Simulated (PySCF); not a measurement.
# [PH4]+ (SMILES [PH4+]), run twice

Aim: a single-point energy of [PH4]+ at N12-D3(0)/def2-TZVPD (density fitting with aug-cc-pvtz-jkfit, COSMO dichloromethane).

Program for the calculation: PySCF 2.14.0.

4 further runs of the same task are left out: 4 set aside as unsound or not needed.

## Step 1: The molecule

[PH4]+: 5 atoms, total charge +1, spin state singlet. As SMILES, `[PH4+]`. Geometry: relaxed at GFN2-xTB.

Bond lengths: P1–H2 1.375 Å, P1–H3 1.375 Å, P1–H4 1.375 Å, P1–H5 1.375 Å. Angles: H2–P1–H3 109.5°, H2–P1–H4 109.5°, H2–P1–H5 109.5°, H3–P1–H4 109.5°, H3–P1–H5 109.5°, H4–P1–H5 109.5°.

## Step 2: First attempt

The input, calc.py:

```python
# phosphonium
from pyscf import gto, dft, solvent

mol = gto.M(
    atom='''
P
H 1 1.375057
H 1 1.375079 2 109.47152
H 1 1.375189 2 109.45733 3 -120.00612
H 1 1.375039 2 109.4797 4 -119.99432
''',
    verbose=4,
    spin=0,
    max_memory=1860,
    symmetry=True,
    basis='def2-tzvpd',
    charge=5,
)

mf = dft.RKS(mol)
mf.xc = 'n12'
mf = mf.density_fit(auxbasis='aug-cc-pvtz-jkfit')
mf = mf.PCM()
mf.with_solvent.method = 'COSMO'
mf.with_solvent.eps = 8.93
mf.disp = 'd3zero'
mf.max_cycle = 57
mf.kernel()

e_tot = mf.e_tot
print(f'total energy: {e_tot:.8f} hartree')
dip = mf.dip_moment()
pop, q = mf.mulliken_pop()
```

Launch:

```
OMP_NUM_THREADS=1 python calc.py
```

What it wrote:

```text
PySCF version 2.14.0

[INPUT] num. atoms = 5
[INPUT] num. electrons = 14
[INPUT] charge = 5
[INPUT] spin (= nelec alpha-beta = 2S) = 0
[INPUT] symmetry True subgroup None
[INPUT] Mole.unit = angstrom
[INPUT] Symbol           X                Y                Z      unit          X                Y                Z       unit  Magmom
[INPUT]  1 P      0.000000000000   0.000000000000   0.000000000000 AA    0.000000000000   0.000000000000   0.000000000000 Bohr   0.0
[INPUT]  2 H      1.375057000000   0.000000000000   0.000000000000 AA    2.598481135666   0.000000000000   0.000000000000 Bohr   0.0
[INPUT]  3 H     -0.458366440432   0.000000000000   1.296434519182 AA   -0.866187037107   0.000000000000   2.449906179687 Bohr   0.0
[INPUT]  4 H     -0.458081990048  -1.122864070307  -0.648445800147 AA   -0.865649503786  -2.121905567995  -1.225384968902 Bohr   0.0
[INPUT]  5 H     -0.458538186122   1.122660863153  -0.648157056379 AA   -0.866511589425   2.121521562127  -1.224839322261 Bohr   0.0

nuclear repulsion = 24.5037993465154
point group symmetry = C1
symmetry origin: [0. 0. 0.]
symmetry axis x: [1. 0. 0.]
symmetry axis y: [0. 1. 0.]
symmetry axis z: [0. 0. 1.]
num. orbitals of irrep A = 79
number of shells = 35
number of NR pGTOs = 113
number of NR cGTOs = 79
basis = def2-tzvpd
ecp = {}

[... 27 lines left out ...]
WARN: PCM is an experimental feature. It is still in testing.
[... 14 lines left out ...]
WARN: HOMO -0.415043036508085 == LUMO -0.415027758080659
[... 6 lines left out ...]
Solvent Energy = -2.47395097992643
[... 7 lines left out ...]
Solvent Energy = -2.464176453022
[... 7 lines left out ...]
Solvent Energy = -2.46361545576691
[... 7 lines left out ...]
Solvent Energy = -2.46430983504415
[... 7 lines left out ...]
Solvent Energy = -2.46491843009973
[... 8 lines left out ...]
Solvent Energy = -2.46428310175468
[... 6 lines left out ...]
WARN: HOMO -1.10116913859414 == LUMO -1.10037126006123
[... 6 lines left out ...]
Solvent Energy = -2.45856218686438
[... 7 lines left out ...]
Solvent Energy = -2.464018128966
[... 7 lines left out ...]
Solvent Energy = -2.46354898050649
[... 5 lines left out ...]
SCF not converged.
[... 1 line left out ...]
total energy: -340.37679847 hartree
[... 4 lines left out ...]
Dipole moment(X, Y, Z, Debye): -0.81511,  3.17379,  1.94387
[... 46 lines left out ...]
pop of  1 H 3s           -0.05082
pop of  1 H 2px           0.02191
pop of  1 H 2py           0.00075
pop of  1 H 2pz           0.00022
pop of  1 H 3px           0.01152
pop of  1 H 3py           0.00243
pop of  1 H 3pz           0.00055
pop of  2 H 1s            0.03292
pop of  2 H 2s            0.04468
pop of  2 H 3s            0.00885
pop of  2 H 2px           0.00195
pop of  2 H 2py           0.00073
pop of  2 H 2pz           0.00558
pop of  2 H 3px           0.00309
pop of  2 H 3py           0.00247
pop of  2 H 3pz           0.00922
pop of  3 H 1s            0.21190
pop of  3 H 2s            0.31318
pop of  3 H 3s           -0.10135
pop of  3 H 2px           0.00237
pop of  3 H 2py           0.02486
pop of  3 H 2pz           0.00836
pop of  3 H 3px           0.00641
pop of  3 H 3py           0.00785
pop of  3 H 3pz           0.00195
pop of  4 H 1s            0.03686
pop of  4 H 2s            0.05078
pop of  4 H 3s            0.00541
pop of  4 H 2px           0.00230
pop of  4 H 2py           0.00438
pop of  4 H 2pz           0.00237
pop of  4 H 3px           0.00266
pop of  4 H 3py           0.00984
pop of  4 H 3pz           0.00166
 ** Mulliken atomic charges  **
charge of    0P =      2.00088
charge of    1H =      0.70037
charge of    2H =      0.89052
charge of    3H =      0.52449
charge of    4H =      0.88375
```

Wall time 44 s (1 thread of Arm Neoverse V1, shared host); peak memory 0.35 GiB.

## Step 3: Diagnosis

The iterations ended before the threshold was met.

The log says `SCF not converged.`. Cause: the charge typed isn't that of the species meant. To mend it: charge 1 in place of 5.

## Step 4: The mended input

The input, input.py:

```python
from pyscf import gto, dft, solvent

mol = gto.Mole()
mol.atom = '''
P
H 1 1.375057
H 1 1.375079 2 109.47152
H 1 1.375189 2 109.45733 3 -120.00612
H 1 1.375039 2 109.4797 4 -119.99432
'''
mol.symmetry = True
mol.max_memory = 1860
mol.verbose = 4
mol.charge = 1
mol.basis = 'def2-tzvpd'
mol.build()

mf = dft.RKS(mol)
mf.xc = 'n12'
mf = mf.density_fit(auxbasis='aug-cc-pvtz-jkfit')
mf = mf.PCM()
mf.with_solvent.method = 'COSMO'
mf.with_solvent.eps = 8.93
mf.disp = 'd3zero'
mf.kernel()

e_tot = mf.e_tot
print('E(%s) = %.9f' % ('N12', e_tot))
mf.analyze()
```

Launch:

```
OMP_NUM_THREADS=1 python input.py
```

What it wrote:

```text
PySCF version 2.14.0

[INPUT] num. atoms = 5
[INPUT] num. electrons = 18
[INPUT] charge = 1
[INPUT] spin (= nelec alpha-beta = 2S) = 0
[INPUT] symmetry True subgroup None
[INPUT] Mole.unit = angstrom
[INPUT] Symbol           X                Y                Z      unit          X                Y                Z       unit  Magmom
[INPUT]  1 P      0.000000000000   0.000000000000   0.000000000000 AA    0.000000000000   0.000000000000   0.000000000000 Bohr   0.0
[INPUT]  2 H      1.375057000000   0.000000000000   0.000000000000 AA    2.598481135666   0.000000000000   0.000000000000 Bohr   0.0
[INPUT]  3 H     -0.458366440432   0.000000000000   1.296434519182 AA   -0.866187037107   0.000000000000   2.449906179687 Bohr   0.0
[INPUT]  4 H     -0.458081990048  -1.122864070307  -0.648445800147 AA   -0.865649503786  -2.121905567995  -1.225384968902 Bohr   0.0
[INPUT]  5 H     -0.458538186122   1.122660863153  -0.648157056379 AA   -0.866511589425   2.121521562127  -1.224839322261 Bohr   0.0

nuclear repulsion = 24.5037993465154
point group symmetry = C1
symmetry origin: [0. 0. 0.]
symmetry axis x: [1. 0. 0.]
symmetry axis y: [0. 1. 0.]
symmetry axis z: [0. 0. 1.]
num. orbitals of irrep A = 79
number of shells = 35
number of NR pGTOs = 113
number of NR cGTOs = 79
basis = def2-tzvpd
ecp = {}

[... 55 lines left out ...]
Solvent Energy = -0.0998292990974504
[... 21 lines left out ...]
Nuclear Repulsion Energy =              24.503799346515425
[... 8 lines left out ...]
MO #2   energy= -6.4386340722469   occ= 2
[... 6 lines left out ...]
MO #9   energy= -0.460599769832201 occ= 2
[... 6 lines left out ...]
MO #16  energy= 0.0447000035502954 occ= 0
[... 6 lines left out ...]
MO #23  energy= 0.201969723743299  occ= 0
[... 6 lines left out ...]
MO #30  energy= 0.23312720167654   occ= 0
[... 6 lines left out ...]
MO #37  energy= 0.402422769871343  occ= 0
[... 6 lines left out ...]
MO #44  energy= 0.75390320199697   occ= 0
[... 6 lines left out ...]
MO #51  energy= 1.20423969756488   occ= 0
[... 6 lines left out ...]
MO #58  energy= 1.62904132069356   occ= 0
[... 6 lines left out ...]
MO #65  energy= 2.03824339081748   occ= 0
[... 6 lines left out ...]
MO #72  energy= 2.64491619278611   occ= 0
[... 6 lines left out ...]
MO #79  energy= 14.646417688353    occ= 0
[... 52 lines left out ...]
pop of  1 H 3py           0.00199
pop of  1 H 3pz           0.00199
pop of  2 H 1s            0.86258
pop of  2 H 2s            0.01282
pop of  2 H 3s            0.00215
pop of  2 H 2px           0.00126
pop of  2 H 2py           0.00065
pop of  2 H 2pz           0.00551
pop of  2 H 3px           0.00181
pop of  2 H 3py           0.00199
pop of  2 H 3pz           0.00056
pop of  3 H 1s            0.86260
pop of  3 H 2s            0.01282
pop of  3 H 3s            0.00215
pop of  3 H 2px           0.00126
pop of  3 H 2py           0.00429
pop of  3 H 2pz           0.00187
pop of  3 H 3px           0.00181
pop of  3 H 3py           0.00092
pop of  3 H 3pz           0.00163
pop of  4 H 1s            0.86262
pop of  4 H 2s            0.01282
pop of  4 H 3s            0.00215
pop of  4 H 2px           0.00126
pop of  4 H 2py           0.00429
pop of  4 H 2pz           0.00187
pop of  4 H 3px           0.00181
pop of  4 H 3py           0.00092
pop of  4 H 3pz           0.00163
 ** Mulliken atomic charges  **
charge of    0P =      0.55734
charge of    1H =      0.11068
charge of    2H =      0.11068
charge of    3H =      0.11067
charge of    4H =      0.11064

WARN: System has nonzero charge 1; the dipole moment is origin-dependent.
Location of origin: [0. 0. 0.]

Dipole moment(X, Y, Z, Debye):  0.00003, -0.00010,  0.00023
```

It took 7.8 s on 1 thread of Arm Neoverse V1, shared host; peak memory 0.35 GiB.

## Step 5: What came out

Level: N12-D3(0)/def2-TZVPD (density fitting with aug-cc-pvtz-jkfit, COSMO dichloromethane).

| quantity | value |
| --- | --- |
| total energy | -343.52730 Eh |
| HOMO energy | -12.53 eV |
| LUMO energy | -1.79 eV |
| HOMO–LUMO gap | 10.74 eV |
| dispersion energy | -2.83 kJ/mol |
| solvent term in the energy | -262.1 kJ/mol |
